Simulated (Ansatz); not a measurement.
We consider zinc-blende MgTe (metastable phase), described by PBE (Ansatz, a quantum-chemistry and plane-wave program, PAW).

Settings: plane-wave cutoff 520 eV, 10×10×10 k mesh, Fermi–Dirac smearing 0.01 eV, scalar-relativistic PAW data made under PBE.

The volume scan:

```json
[
 {"V (Å³/atom)": "32.401", "E − E_lowest (meV/atom)": "14.61", "P (GPa)": "2.388"},
 {"V (Å³/atom)": "33.090", "E − E_lowest (meV/atom)": "6.26", "P (GPa)": "1.508"},
 {"V (Å³/atom)": "33.780", "E − E_lowest (meV/atom)": "1.51", "P (GPa)": "0.715"},
 {"V (Å³/atom)": "34.469", "E − E_lowest (meV/atom)": "0.00", "P (GPa)": "-0.001"},
 {"V (Å³/atom)": "35.158", "E − E_lowest (meV/atom)": "1.41", "P (GPa)": "-0.646"},
 {"V (Å³/atom)": "35.848", "E − E_lowest (meV/atom)": "5.46", "P (GPa)": "-1.227"},
 {"V (Å³/atom)": "36.537", "E − E_lowest (meV/atom)": "11.89", "P (GPa)": "-1.752"}
]
```

Problem. What bulk modulus B0 and pressure derivative B′ does a third-order Birch–Murnaghan fit give?

Solution. V0 = 34.468 Å³/atom, B0 = 33.9 GPa, B′ = 4.2 (fit to the energies at full precision).

Measured, for comparison: equilibrium volume per atom 33.08 Å³/atom (room temperature, no zero-point or thermal correction, from epitaxial CdTe/MgTe superlattices; as tabulated in Lucero et al. (2012), arXiv:1111.4515). Computed (rounded) less measured: equilibrium volume per atom +4.2 %.

Spin–orbit coupling is not included.

Static lattice: no zero-point or thermal effects.

Cost on a shared machine: about 50 core-seconds (a rough figure).
